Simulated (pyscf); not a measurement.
Elementary routes open to H₂Si=S + H₂S in the gas phase (singlet surface):
A. H₃Si–S–SH (H–S broken; S–S, H–Si formed)
B. HS–SiH₂–SH (H–S broken; H–S, S–Si formed)

Single points on ωB97X-D3(BJ)/def2-SVP structures (PySCF, gas phase). Correlated levels are frozen-core, on RHF or UHF. ΔMP2 is the change of the MP2 total energy from the triple- to the quadruple-zeta basis.

**Question.** Rank the routes by free-energy barrier at 900 K, lowest first, for CCSD(T)/def2-TZVPP + ΔMP2(QZVPP) energies (ideal gas, 1 atm, RRHO with modes under 100 cm⁻¹ raised to 100, one conformer, R ln 2 for chiral ones without a mode under 150 cm⁻¹).

**Answer.** B (28.0 kcal/mol), A (81.4 kcal/mol)

Route B is the fastest of these, ahead of the next by 53.4 kcal/mol. The most stable products are those of B (ΔG = -9.6 kcal/mol), so kinetics and thermodynamics agree. At 298 K B is still the fastest. B: On the reactant side the descent ends in an adduct with a S–Si contact, 13.5 kcal/mol under the separated species and 6.3 kcal/mol under the saddle at ωB97X-D3(BJ)/def2-TZVP. Only these routes are compared; each barrier is that of the saddle found, and lower ones may exist. The CCSD(T) − MP2 part came from Ansatz, without density fitting, on the same reference. The largest closed-shell T1 diagnostic is 0.036, which may signal static correlation.
